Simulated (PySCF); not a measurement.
How the method moves the HOMO and LUMO of `CS(=O)(=O)Cl`

CH3ClO2S.
Z-matrix (Å and degrees, PBE0-D3(BJ)/def2-SVP geometry), rows numbered from 1:
```
C 
S   1  1.7747
O   2  1.4446  1  109.32
O   2  1.4448  1  109.33  3  -136.10
Cl  2  2.0997  1   99.15  3   111.95
H   1  1.0959  2  108.30  3  -173.88
H   1  1.0959  2  108.33  3   -51.90
H   1  1.0993  2  105.29  3    67.11
```

Basis pcSseg-2 throughout (PySCF), one geometry. Isolated species at its PBE0-D3(BJ)/def2-SVP geometry, gas phase.

**Question.** How do the orbital energies, the gap and the dipole change with the method?

**Answer.** 
```json
{"method": "BLYP", "kind": "GGA", "HOMO (eV)": "-7.62", "LUMO (eV)": "-2.80", "gap (eV)": "4.81", "μ (D)": "3.77", "SCF cycles": "17"}
{"method": "OPBE", "kind": "GGA", "HOMO (eV)": "-7.73", "LUMO (eV)": "-2.74", "gap (eV)": "5.00", "μ (D)": "3.68", "SCF cycles": "17"}
{"method": "PBE", "kind": "GGA", "HOMO (eV)": "-7.75", "LUMO (eV)": "-2.87", "gap (eV)": "4.88", "μ (D)": "3.74", "SCF cycles": "17"}
{"method": "B97-D", "kind": "GGA", "HOMO (eV)": "-7.75", "LUMO (eV)": "-2.86", "gap (eV)": "4.89", "μ (D)": "3.77", "SCF cycles": "17"}
{"method": "BP86", "kind": "GGA", "HOMO (eV)": "-7.85", "LUMO (eV)": "-2.98", "gap (eV)": "4.87", "μ (D)": "3.76", "SCF cycles": "17"}
{"method": "KT2", "kind": "GGA", "HOMO (eV)": "-7.85", "LUMO (eV)": "-2.96", "gap (eV)": "4.90", "μ (D)": "3.76", "SCF cycles": "17"}
{"method": "KT3", "kind": "GGA", "HOMO (eV)": "-7.87", "LUMO (eV)": "-2.93", "gap (eV)": "4.93", "μ (D)": "3.72", "SCF cycles": "17"}
{"method": "LDA", "kind": "LDA", "HOMO (eV)": "-7.93", "LUMO (eV)": "-3.12", "gap (eV)": "4.81", "μ (D)": "3.83", "SCF cycles": "16"}
{"method": "B3LYP", "kind": "global hybrid", "HOMO (eV)": "-9.02", "LUMO (eV)": "-2.23", "gap (eV)": "6.79", "μ (D)": "3.94", "SCF cycles": "15"}
{"method": "PBE0", "kind": "global hybrid", "HOMO (eV)": "-9.29", "LUMO (eV)": "-1.94", "gap (eV)": "7.36", "μ (D)": "3.93", "SCF cycles": "14"}
{"method": "mPW1PW91", "kind": "global hybrid", "HOMO (eV)": "-9.32", "LUMO (eV)": "-1.96", "gap (eV)": "7.35", "μ (D)": "3.94", "SCF cycles": "14"}
{"method": "HF", "kind": "Hartree–Fock", "HOMO (eV)": "-13.05", "LUMO (eV)": "1.91", "gap (eV)": "14.96", "μ (D)": "4.40", "SCF cycles": "11"}
```

The HOMO spans 5.43 eV, from BLYP down to HF, and the gap runs from 4.81 eV (BLYP) to 14.96 eV (HF). Over the methods BLYP (0 %), OPBE (0 %), PBE (0 %), B97-D (0 %), BP86 (0 %), KT2 (0 %), KT3 (0 %), LDA (0 %), B3LYP (20 %), PBE0 (25 %), mPW1PW91 (25 %), HF (100 %), a straight line through the gap against the share of exact exchange rises by 1.01 eV for each 10 % (correlation coefficient 1.000). The dipole ranges from 3.68 D (OPBE) to 4.40 D (HF). This basis has no diffuse functions.
